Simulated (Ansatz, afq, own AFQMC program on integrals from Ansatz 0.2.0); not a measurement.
## Atomization energy of BSiH3, singlet

```yaml
atoms:
  - { symbol: Si, position_ang: [0.0091, 0.0000, 0.6016] }
  - { symbol: B, position_ang: [0.0825, 0.0000, -1.2150] }
  - { symbol: H, position_ang: [-0.6559, -0.9412, -0.6669] }
  - { symbol: H, position_ang: [-0.6559, 0.9412, -0.6669] }
  - { symbol: H, position_ang: [0.1724, 0.0000, -2.3958] }
```

Connectivity, by distances: Si–BH, 2 bridging H.

Atoms in their ground-state spins without spin–orbit coupling (mostly on UHF) minus the molecule (RHF), without zero-point energy. The geometry is a stationary point, not shown to be a minimum.

Basis aug-cc-pVDZ. Only valence electrons are correlated. Integrals, coupled cluster, full CI and functionals: Ansatz 0.2.0; the random walks run on the same integrals in our own AFQMC program. The CISD trial takes its coefficients from CCSD amplitudes. Released means that phaseless walkers are propagated on without the constraint, phases kept. Uncertainties: one standard error, sampling alone. The errors of all members are added in quadrature.

No full CI on the walks' own integrals is used here; CCSDT(Q) serves as the reference and is uncertain by about the last step of the cluster series. Each member takes its own surest rung, up to full CI.

The best estimate is CCSD(T) at the basis-set limit (CBS: def2-TZVPP and def2-QZVPP, with their diffuse functions for anions and beside diffuse sets, CCSD(T) itself extrapolated) plus the step from CCSD(T) to CCSDT(Q) in aug-cc-pVDZ. Rows without CBS are in aug-cc-pVDZ, the functionals in def2-TZVP; B2PLYP and the wave-function rows carry a basis error of their own. Core correlation and relativity beyond core potentials are missing, and ± holds the sampling alone.

Cautions: BSiH₃ (singlet): the released energies are still falling, so no released level is given (meV from the phaseless value at times in 1/Eh: 0 ± 3 at 0.24, -2 ± 4 at 0.50, -9 ± 3 at 1.00, -12 ± 4 at 1.50), though the last usable value meets CCSDT(Q) within the noise; other spins of the molecule weren't checked.

```json
{"level": "PBE0", "atomization energy (eV)": "14.852"}
{"level": "r2SCAN", "atomization energy (eV)": "15.009"}
{"level": "HF", "atomization energy (eV)": "10.575"}
```

Q: From these cheaper values, estimate the atomization energy at the level of the best estimate.

A: 14.811 eV (best estimate, highest rung CCSDT(Q)).

```json
{"level": "MP2", "atomization energy (eV)": "13.669", "error against the best estimate (eV)": "-1.142"}
{"level": "CCSD", "atomization energy (eV)": "13.442", "error against the best estimate (eV)": "-1.369"}
{"level": "CCSD(T)", "atomization energy (eV)": "13.644", "error against the best estimate (eV)": "-1.167"}
{"level": "ph-AFQMC/CISD", "atomization energy (eV)": "13.662 ± 0.005", "error against the best estimate (eV)": "-1.149 ± 0.005"}
{"level": "HF/CBS", "atomization energy (eV)": "10.926", "error against the best estimate (eV)": "-3.885"}
{"level": "MP2/CBS", "atomization energy (eV)": "14.812", "error against the best estimate (eV)": "0.001"}
{"level": "CCSD(T)/CBS", "atomization energy (eV)": "14.791", "error against the best estimate (eV)": "-0.020"}
{"level": "PBE", "atomization energy (eV)": "15.023", "error against the best estimate (eV)": "0.212"}
{"level": "B3LYP", "atomization energy (eV)": "14.797", "error against the best estimate (eV)": "-0.014"}
{"level": "wB97M-V", "atomization energy (eV)": "15.042", "error against the best estimate (eV)": "0.231"}
{"level": "B2PLYP", "atomization energy (eV)": "14.652", "error against the best estimate (eV)": "-0.159"}
{"level": "surest rungs in aug-cc-pVDZ", "atomization energy (eV)": "13.664", "error against the best estimate (eV)": "-1.147"}
```

Correlation beyond CCSD(T) adds 0.020 eV. Going to the basis-set limit adds 1.147 eV at CCSD(T). The perturbative (T) step is worth +0.202 eV. The functionals spread over 0.390 eV; B3LYP and PBE0 come nearest and wB97M-V is 0.231 eV too high.

Best estimates are given only where the step beyond CCSD(T) is under 0.3 eV and no member's determinant is very poor (T1 over 0.05, or 0.07 for open shells, ⟨S²⟩ too high by 0.3, two states mixed), so the hardest cases are missing from such tables.

The functionals ran in a triple-zeta set and keep a basis error of their own, a few kJ/mol for each bond in atomization energies and more for double hybrids, so close places among them and the extrapolated levels can swap.

Each member of a difference takes its own highest rung, so a best estimate needn't equal the limit plus the step of one row. A walk keeps the symmetry of its determinant, which the program's search chose and which needn't be the lowest solution, so a lower state of the same spin and another symmetry isn't excluded.
